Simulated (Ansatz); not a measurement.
# H₃S+ (singlet): the correlation ladder at a displaced geometry (v2), cc-pVTZ

Aim: climb from Hartree-Fock through coupled cluster and multireference methods for H₃S+ (singlet) at one geometry and basis, and see what each rung misses.

Method: cc-pVTZ, core rule «outside noble gas», up to 5 orbitals frozen; program: Ansatz 0.2.0, Gaussian basis.

To be run: UHF; CCSD(T) on RHF; BCCD(T) on RHF; CCSDT(Q) on RHF; CASSCF and NEVPT2, 8 electrons in 7 orbitals.

12 further runs of the same task are left out: 6 that didn't finish, 6 set aside as unsound or not needed.

## 1. What is computed

The geometry is a PBE0/def2-TZVP stationary point (not a proven minimum) with its atoms shifted at random (size 0.100 Å).

4 atoms, charge 1, spin multiplicity 1.

Atoms are counted from 1 here; the program's logs count them from 0.

Bond lengths: S1–H2 1.229 Å, S1–H3 1.383 Å, S1–H4 1.430 Å. Angles: H2–S1–H3 93.5°, H2–S1–H4 91.0°, H3–S1–H4 93.3°.

## 2. UHF

Input file in.yaml:

```yaml
crystal:
  periodic: [false, false, false]
  atoms:
    - {symbol: S, position_ang: [0.007788, 0.002735, -0.063510]}
    - {symbol: H, position_ang: [0.985968, 0.023263, 0.679639]}
    - {symbol: H, position_ang: [-0.669013, 0.966140, 0.661317]}
    - {symbol: H, position_ang: [-0.564724, -1.076417, 0.679451]}
basis:
  gaussian: {orbitals: cc-pVTZ}
total_charge: 1
magnetization: {spin_polarized: true, initial_magnetization: 0}
hamiltonian: {xc: hf}
output: {orbitals: {seedname: orbitals}}
```

Command:

```
$ ansatz run in.yaml --threads 1 --pin off --events-out ev --progress --plain --max-ram 2393MiB
```

After this run come: CCSD(T) on RHF; BCCD(T) on RHF; CCSDT(Q) on RHF; CASSCF and NEVPT2, 8 electrons in 7 orbitals.

**Question.** What will the summary of the whole plan be? Wanted: RCCSDT(Q) below the RHF energy; RMP2 from RCCSDT(Q); RCCSD from RCCSDT(Q); RCCSD(T) from RCCSDT(Q); NEVPT2 valence from RCCSDT(Q); T1 diagnostic; effectively unpaired electrons.

As calculated:

| quantity | value |
| --- | --- |
| RCCSDT(Q) below the RHF energy | -6.0762 eV |
| RMP2 from RCCSDT(Q) | +959.4 meV |
| RCCSD from RCCSDT(Q) | +225.1 meV |
| RCCSD(T) from RCCSDT(Q) | +27.7 meV |
| NEVPT2 valence from RCCSDT(Q) | +1001.1 meV |
| levels within 1 kcal/mol (43 meV) | RCCSD(T), BCCD(T), RCCSDT |
| T1 diagnostic | 0.011 |
| effectively unpaired electrons | 0.02 |

**Reading.** RCCSD(T) misses by +27.7 meV, 0.5 % of the correlation energy. One determinant dominates. These misses are within one basis, not against nature.
